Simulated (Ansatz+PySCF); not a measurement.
The numbers below are computed, except where a source is named.
Input for PySCF 2.14.0:

```python
from pyscf import gto, dft

mol = gto.M(atom="""
Li 0.000000 0.000000 -3.344560
Li 0.000000 0.000000 3.344560
""", basis='6-31g', charge=0, spin=0)
mf = dft.UKS(mol, xc='pbe0')
mf.kernel()
print(mf.converged, mf.e_tot, mf.spin_square()[0])
```

The script is written out from the run's settings.

Results

```yaml
Converged: yes
Total_energy: -14.90484 hartree
Spin_squared_of_the_determinant: 0.000
```

This is not the lowest solution: another run reaches a determinant 0.71 eV lower.
